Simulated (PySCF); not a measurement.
## Ionisation energy of O by level of theory

O [He] 2s2 2p4 (3P) → O⁺ [He] 2s2 2p3 (4S), as a difference of total energies. Computed with PySCF 2.14 in aug-cc-pCVTZ-DK with one added diffuse shell each of s, p, d, f type (8s7p5d3f, 75 functions), with the spin-free X2C one-electron Hamiltonian (Gaussian nucleus). Correlated levels: valence: 1s2 frozen. The calculations carry no spin-orbit coupling.

```csv
method,ionisation energy (eV)
UHF,12.020
MP2 (valence),13.335
SCS-MP2 (valence),13.440
CCSD (valence),13.368
CCSD(T) (valence),13.418
```

Problem. How much does correlation contribute at CCSD(T) (valence)?

Solution. 13.418 − (12.020) = 1.398 eV, measured against UHF.

Errors of the correlated levels include the incompleteness of this basis and the frozen core.

For comparison: 13.608 eV (measured; NIST levels, between the centres of gravity of the two terms).
